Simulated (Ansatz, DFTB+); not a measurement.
## Worked example: C4H4O2 → C3H3 + CHO2

Species: C4H4O2 (3-butynoic acid) `C#CCC(=O)O`, singlet; C3H3 (propargyl radical) `[CH]=C=C`, doublet; CHO2 `O=[C]O`, doublet. 

Shapes, held fixed at every level: PBE0-D4/def2-TZVP. Flexible molecules stand in one conformer, not always the lowest. Programs: Ansatz 0.2.0, DFTB+ 25.1. The zero-point and thermal change to 298 K, harmonic and unscaled (PBE0-D4/def2-TZVP), is -20.3 kJ/mol.

At B2PLYP/def2-TZVPP; 1 Eh = 2625.50 kJ/mol:

```
species  energy (Eh)
 C4H4O2  -305.122323
   C3H3  -115.939094
   CHO2  -189.055245
```

Work out ΔH(298 K) of the reaction at this level.


1. Products less reactants: (-115.939094) + (-189.055245) − [(-305.122323)] = 0.127984 Eh = +336.0 kJ/mol.
2. With the thermal change: +336.0 + (-20.3) = +315.7 kJ/mol.

Other levels give +234.6 (HF/def2-SVP) to +373.1 kJ/mol (SPW92/def2-TZVPP). No measured value is set beside it here. Spin contamination: C3H3 (⟨S²⟩ up to 0.96). Open shells run unrestricted unless RO is named.
